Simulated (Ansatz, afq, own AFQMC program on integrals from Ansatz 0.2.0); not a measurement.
Integrals from Ansatz 0.2.0, then the random walk in our own AFQMC program (afq).

```yaml
crystal:
  periodic: [false, false, false]
  atoms:
    - {symbol: B, position_ang: [0.000000, -0.132109, 1.516827]}
    - {symbol: Al, position_ang: [0.000000, 0.094046, -0.547479]}
    - {symbol: H, position_ang: [0.000000, -1.100554, -1.613779]}
basis:
  gaussian: {orbitals: 6-31G}
magnetization: {spin_polarized: true, initial_magnetization: 1}
correlation: {method: ccsd_t, electrons: outside_noble_gas, hamiltonian_folder: ham}
```

```sh
$ ansatz run in.yaml --threads 1 --pin off --events-out ev --progress --plain --max-ram 15360MiB --backend cuda --devices 0, --max-vram 18GiB
```

Options of the walk:

```
--method phaseless --trial cisd --walkers 4000 --populations 20 --least-time 60 --time-step 0.005 --steps-per-block 50 --equilibration-blocks 28 --max-blocks 4000 --target-error 0.00016 --factor-cut 1e-05 --start spin_pure --seed 4534 --release-times 0.24,0.51,0.99,1.62,2.4 --release-step 0.03 --release-every 3 --taylor-order 6
```

Times are imaginary, in 1/Eh. The walk had a cap of 122 s. With eight or more populations the least sampling time is a fifth of least-time, and the error comes from their spread.

Log:

```
orbitals 18  electrons 4 3  factors 108 of 296
reference energy -266.98186130 Eh
CCSD correlation -0.07650232 Eh in 23 cycles, weight of the determinant in the CISD state 0.8183
energy of the start -267.047681 Eh
 block  time / (1/Eh)  mean weight  energy / Eh
     1     0.250  1.0000  -267.050724
     2     0.500  1.0002  -267.053100
     3     0.750  1.0000  -267.054968
     4     1.000  1.0001  -267.056498
     5     1.250  1.0000  -267.057762
     8     2.000  1.0000  -267.060897
    11     2.750  1.0000  -267.062041
    14     3.500  1.0000  -267.062647
    17     4.250  1.0001  -267.063550
    20     5.000  1.0001  -267.063936
    23     5.750  1.0000  -267.064049
    26     6.500  0.9999  -267.064188
    29     7.250  1.0000  -267.063755
    32     8.000  1.0001  -267.063216
    35     8.750  1.0001  -267.063472
    38     9.500  1.0000  -267.063500
    41    10.250  1.0000  -267.063992
    43    10.750  0.9999  -267.066486
    44    11.000  1.0001  -267.064380
    47    11.750  1.0001  -267.064082
    50    12.500  1.0001  -267.064671
    53    13.250  1.0001  -267.064547
    56    14.000  1.0001  -267.065181
    59    14.750  1.0002  -267.064166
    62    15.500  0.9999  -267.064799
    65    16.250  1.0000  -267.064405
    68    17.000  0.9998  -267.064163
    71    17.750  0.9998  -267.064001
    74    18.500  1.0000  -267.063982
    77    19.250  1.0001  -267.064394
    78    19.500  0.9998  -267.064455
error from the spread of 20 populations
released: time / (1/Eh)  energy / Eh  error  mean overlap
  0.24  -267.064258  0.000136  1.0004
  0.51  -267.064432  0.000148  1.0006
  0.99  -267.064570  0.000092  1.0008
  1.62  -267.064669  0.000102  1.0040
  2.40  -267.064795  0.000089  1.0095
energy -267.064216 +/- 0.000154 Eh
(rows thinned)
```

The run passed its tests (sampling time, drift between the halves within three errors, error under three times the target), which doesn't prove that it has relaxed.

Against this walk (error 4.2 meV) on the same determinant: CCSD(T) 75.0 meV higher, CCSDT(Q) 15.9 meV lower, CCSDTQ 20.5 meV lower, full CI 21.8 meV lower. The error is statistical and leaves out the bias of the constraint. The determinant has ⟨S²⟩ = 1.66, so the low cluster orders mix in higher spin, while the walk starts as a pure doublet. The released energies are still falling (meV from the phaseless value at times in 1/Eh: -1 ± 4 at 0.24, -6 ± 4 at 0.51, -10 ± 3 at 0.99, -12 ± 3 at 1.62, -15.8 ± 2.4 at 2.40), so they give no level; they do show a bias of the constraint, and the last of them that isn't too noisy lies 6 meV above full CI. Full CI is exact here, so the walk's 22 meV above it is the walk's own error: the bias of the constraint with this trial. The determinant is a poor start (see the cautions), so the low cluster orders aren't to be relied on, and full CI is the sure value.

Cautions: constraint bias not in the error; strong correlation (T1 0.072, weight of the determinant 0.82, largest double 0.12); unrestricted determinant spin contaminated (⟨S²⟩ 1.66 against 0.75); the next higher spin lies close (full CI puts it 40 meV above).

The walk took 17 s on 1 × NVIDIA H100 80GB HBM3 with 2 threads of AMD EPYC 7R13 Processor (Zen 3), with other jobs on the host (the card was shared). The log's last line is the phaseless energy.

CCSDT and higher add their correlation energy to the determinant of the CCSD(T) run, since their own runs factorise the integrals more tightly (a shift of under 2 meV). A walk keeps the symmetry of its determinant, which the program's search chose and which needn't be the lowest solution, so a lower state of the same spin and another symmetry isn't excluded.
